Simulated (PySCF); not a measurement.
F2. Atoms are numbered in the order given.

```xyz
2

F      0.0000     0.0000    -0.7065
F      0.0000     0.0000     0.7065
```
Charge 0, spin multiplicity 1.

Coordinates come from a PBE-D3(BJ)/def2-TZVPD optimisation.

All values below come from PBE-D3(BJ)/def2-TZVPD run with PySCF.

No scaling factor is applied to the harmonic values.

Computed vibrational spectrum:
```
mode  ν (cm⁻¹)  IR (km/mol)  moving atoms (share of kinetic energy)
----  --------  -----------  --------------------------------------
1          996          0.0                                 F 100 %
```
